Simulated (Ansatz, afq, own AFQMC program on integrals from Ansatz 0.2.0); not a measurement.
Two steps: Ansatz 0.2.0 writes the Fock matrix and Cholesky factors of the valence space, and afq projects on them the lowest state that overlaps trial and start.

```yaml
crystal:
  periodic: [false, false, false]
  atoms:
    - {symbol: Si, position_ang: [0.000218, -0.020480, -0.020337]}
    - {symbol: H, position_ang: [-0.018238, 1.717195, 1.705277]}
    - {symbol: H, position_ang: [-0.016279, -1.098112, 1.064649]}
    - {symbol: H, position_ang: [0.016715, 1.057152, -1.105324]}
    - {symbol: H, position_ang: [0.011743, -1.105587, -1.097914]}
basis:
  gaussian: {orbitals: 6-31G}
magnetization: {spin_polarized: true, initial_magnetization: 2}
correlation: {method: ccsd_t, electrons: outside_noble_gas, hamiltonian_folder: ham}
```

```sh
$ ansatz run in.yaml --threads 1 --pin off --events-out ev --progress --plain --max-ram 24576MiB --backend cuda --devices 0, --max-vram 18GiB
```

Options of the walk:

```
--method phaseless --trial hf --walkers 4000 --populations 20 --least-time 40 --time-step 0.005 --steps-per-block 20 --equilibration-blocks 160 --max-blocks 4000 --target-error 0.0017000 --factor-cut 1e-05 --start spin_pure --seed 6292 --taylor-order 6
```

Times are imaginary, in 1/Eh. The walk had a cap of 49 s. With eight or more populations the least sampling time is a fifth of least-time, and the error comes from their spread.

afq prints:

```
orbitals 16  electrons 5 3  factors 102 of 268
reference energy -290.99351830 Eh
CCSD correlation -0.08117306 Eh in 13 cycles, weight of the determinant in the CISD state 0.9151
energy of the start -290.994013 Eh
 block  time / (1/Eh)  mean weight  energy / Eh
     1     0.100  1.0001  -291.004151
     2     0.200  1.0004  -291.012548
     3     0.300  1.0003  -291.020194
     4     0.400  1.0003  -291.026220
     5     0.500  1.0004  -291.031864
     8     0.800  1.0002  -291.043494
    13     1.300  1.0003  -291.056464
    25     2.500  1.0000  -291.068576
    31     3.100  0.9999  -291.069456
    49     4.900  1.0000  -291.073943
    67     6.700  1.0001  -291.074733
    85     8.500  1.0000  -291.074080
    91     9.100  0.9999  -291.079594
   103    10.300  1.0002  -291.077372
   121    12.100  1.0000  -291.075013
   139    13.900  0.9999  -291.076781
   157    15.700  1.0001  -291.076739
   175    17.500  0.9999  -291.077299
   193    19.300  0.9998  -291.074692
   211    21.100  1.0001  -291.077814
   229    22.900  1.0001  -291.076087
   235    23.500  0.9998  -291.074960
error from the spread of 20 populations
energy -291.075444 +/- 0.000632 Eh
(rows thinned)
```

The run passed its tests (sampling time, drift between the halves within three errors, error under three times the target), which doesn't prove that it has relaxed.

Against this walk (error 17.2 meV) on the same determinant: CCSD(T) 6.2 meV lower (within the noise), CCSDT(Q) 20.2 meV lower (within the noise), CCSDTQ 20.2 meV lower (within the noise), full CI 20.2 meV lower (within the noise), a separate phaseless walk with a CISD trial and standard settings 15.6 ± 17.2 meV lower (within the noise). The error is statistical and leaves out the bias of the constraint.

Cautions: constraint bias not in the error; lower spins were not checked.

The walk took 27 s on 1 × NVIDIA H100 80GB HBM3 with 2 threads of AMD EPYC 7R13 Processor (Zen 3), with other jobs on the host (the card was shared). The log's last line is the phaseless energy.

CCSDT and higher add their correlation energy to the determinant of the CCSD(T) run, since their own runs factorise the integrals more tightly (a shift of under 2 meV). A walk keeps the symmetry of its determinant, which the program's search chose and which needn't be the lowest solution, so a lower state of the same spin and another symmetry isn't excluded.
